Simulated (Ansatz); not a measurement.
Input file:

```yaml
crystal:
  periodic: [false, false, false]
  atoms:
    - {symbol: Hf, position_ang: [-0.210200, 0.001568, 0.001612]}
    - {symbol: N, position_ang: [2.136700, -0.015941, -0.016386]}
    - {symbol: H, position_ang: [2.503190, -0.967894, -0.014388]}
    - {symbol: H, position_ang: [2.520091, 0.460019, 0.800319]}
    - {symbol: H, position_ang: [2.507421, 0.451692, -0.843682]}
basis:
  gaussian: {orbitals: def2-SVP}
magnetization: {spin_polarized: true, initial_magnetization: 2}
hamiltonian: {xc: {name: PBE}}
correlation: {method: rpa, electrons: outside_noble_gas}
```

```sh
$ ansatz run in.yaml --threads 1 --pin off --events-out ev --progress --plain --max-ram 2816MiB --backend cpu
```

Q: Roughly how long does this take on 1 thread of AMD EPYC 7R13, shared host, and how much host memory?

A: 29 s wall and 0.26 GiB.

```
626 factors; integrals over basis functions are off by at most 1.0e-3 eV
mean field evaluation 1: about -2832.6806 eV, gradient 3.9e1 eV
mean field evaluation 2: about -2832.6699 eV, gradient 3.9e1 eV
mean field evaluation 4: about -2838.6894 eV, gradient 6.8e0 eV
mean field evaluation 8: about -2839.0867 eV, gradient 5.7e-1 eV
mean field evaluation 16: about -2839.0938 eV, gradient 4.2e-3 eV
mean field evaluation 32: about -2838.5763 eV, gradient 3.3e0 eV
mean field evaluation 64: about -2838.9933 eV, gradient 3.8e-2 eV
mean field evaluation 96: about -2839.0473 eV, gradient 5.3e-1 eV
mean field evaluation 128: about -2839.0897 eV, gradient 9.3e-2 eV
mean field evaluation 160: about -2833.2220 eV, gradient 1.5e1 eV
mean field evaluation 192: about -2836.0861 eV, gradient 3.9e0 eV
mean field evaluation 224: about -2839.0124 eV, gradient 5.1e-1 eV
mean field -2839.09375467 eV, -104.3347710773 hartree, gradient 9.4e-8 eV, S^2 2.006137; 10 other end points of the search recorded, 0 dependent functions left out
5 core orbitals not correlated: weight in the atoms' cores, before any rotation towards them, 0.998 or more for the frozen orbitals, at most 0.001 for the correlated occupied ones
reference -2816.43483425 eV, -103.5020711108 hartree; 7, 5 occupied and 49, 51 virtual orbitals, 626 factors
Total energy: -2827.89911872 eV, -103.9233757942 hartree
```
